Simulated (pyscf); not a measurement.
Structures and frequencies: ωB97X-D3(BJ)/def2-SVP in PySCF.

Problem. HCl (SMILES Cl) + [HAl–Cl]• (SMILES [AlH][Cl]) -> [Cl–Al–Cl]• (SMILES [Cl][Al][Cl]) + H₂ (SMILES [H][H])
Surface: doublet. Broken: Cl–H, Al–H. Formed: Al–Cl, H–H. Give ΔE‡ and ΔE from ωB97M-D3(BJ)/def2-TZVP, relative to the separated reactants.

Solution. ΔE‡ = 0.0 kcal/mol, ΔE = -34.5 kcal/mol. Zero-point energy shifts the barrier by +1.0 kcal/mol. It is a four-centre exchange, with an imaginary mode of 789i cm⁻¹. On the reactant side the descent ends in a complex, 7.5 kcal/mol under the separated species and 6.1 kcal/mol under the saddle at ωB97X-D3(BJ)/def2-TZVP. This is the saddle that the search found; another between the same sides may lie lower.
